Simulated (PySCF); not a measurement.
## J couplings in C3H4N2

Geometry:
```json
{"atom": "N1", "x (Å)": "-1.641", "y (Å)": "1.961", "z (Å)": "0.864"}
{"atom": "C2", "x (Å)": "-1.145", "y (Å)": "1.005", "z (Å)": "0.441"}
{"atom": "C3", "x (Å)": "-0.501", "y (Å)": "-0.201", "z (Å)": "-0.063"}
{"atom": "C4", "x (Å)": "0.970", "y (Å)": "-0.261", "z (Å)": "0.272"}
{"atom": "N5", "x (Å)": "1.807", "y (Å)": "-0.610", "z (Å)": "-0.608"}
{"atom": "H6", "x (Å)": "-1.010", "y (Å)": "-1.072", "z (Å)": "0.387"}
{"atom": "H7", "x (Å)": "-0.617", "y (Å)": "-0.274", "z (Å)": "-1.154"}
{"atom": "H8", "x (Å)": "1.229", "y (Å)": "-0.001", "z (Å)": "1.316"}
{"atom": "H9", "x (Å)": "2.754", "y (Å)": "-0.627", "z (Å)": "-0.218"}
```

Indirect spin–spin couplings were computed at B3LYP/pcJ-1 (PySCF 2.14) on a PBE0-D3(BJ)/def2-SVP structure, for the isolated molecule, without vibrational or relativistic corrections. Couplings are averaged over pairs made equivalent by symmetry, fast rotation or ring inversion, so a value needn't be that of the named pair in this geometry, while other rotamers aren't included; one pair stands for each set, and the list holds those of at least 0.8 Hz over up to four bonds.

Isotopes: 13C, 1H, 15N.

```json
{"pair": "N1, C2", "bonds": "1", "J (Hz)": "?"}
{"pair": "C2, C3", "bonds": "1", "J (Hz)": "?"}
{"pair": "C3, C4", "bonds": "1", "J (Hz)": "51.0"}
{"pair": "C3, H6", "bonds": "1", "J (Hz)": "?"}
{"pair": "C4, N5", "bonds": "1", "J (Hz)": "-5.7"}
{"pair": "C4, H8", "bonds": "1", "J (Hz)": "172.8"}
{"pair": "N5, H9", "bonds": "1", "J (Hz)": "-50.2"}
{"pair": "N1, C3", "bonds": "2", "J (Hz)": "3.5"}
{"pair": "C2, C4", "bonds": "2", "J (Hz)": "-3.2"}
{"pair": "C2, H6", "bonds": "2", "J (Hz)": "-10.9"}
{"pair": "C3, N5", "bonds": "2", "J (Hz)": "-14.2"}
{"pair": "C3, H8", "bonds": "2", "J (Hz)": "17.7"}
{"pair": "C4, H6", "bonds": "2", "J (Hz)": "?"}
{"pair": "C4, H9", "bonds": "2", "J (Hz)": "-9.4"}
{"pair": "N5, H8", "bonds": "2", "J (Hz)": "4.0"}
{"pair": "H6, H7", "bonds": "2", "J (Hz)": "-20.3"}
{"pair": "N1, C4", "bonds": "3", "J (Hz)": "-0.9"}
{"pair": "N1, H6", "bonds": "3", "J (Hz)": "?"}
{"pair": "C2, N5", "bonds": "3", "J (Hz)": "-3.1"}
{"pair": "C2, H8", "bonds": "3", "J (Hz)": "1.7"}
{"pair": "C3, H9", "bonds": "3", "J (Hz)": "22.2"}
{"pair": "N5, H6", "bonds": "3", "J (Hz)": "?"}
{"pair": "H6, H8", "bonds": "3", "J (Hz)": "5.3"}
{"pair": "H8, H9", "bonds": "3", "J (Hz)": "?"}
{"pair": "H6, H9", "bonds": "4", "J (Hz)": "?"}
```

Question: Estimate the withheld couplings, with signs.

Answer: 
- 1J(N1,C2) = -18.6 Hz (bond length 1.157 Å)
- 1J(C2,C3) = 68.3 Hz (bond length 1.457 Å)
- 1J(C3,H6) = 141.6 Hz (mean over equivalent pairs that range from 137.7 to 145.4 Hz in this conformer)
- 2J(C4,H6) = -8.4 Hz (angle at C3 109°)
- 3J(N1,H6) = -1.7 Hz
- 3J(N5,H6) = -2.2 Hz (dihedral angle 105°)
- 3J(H8,H9) = 17.2 Hz (dihedral angle 1°)
- 4J(H6,H9) = -2.2 Hz (mean over equivalent pairs that range from -3.7 to -0.7 Hz in this conformer)
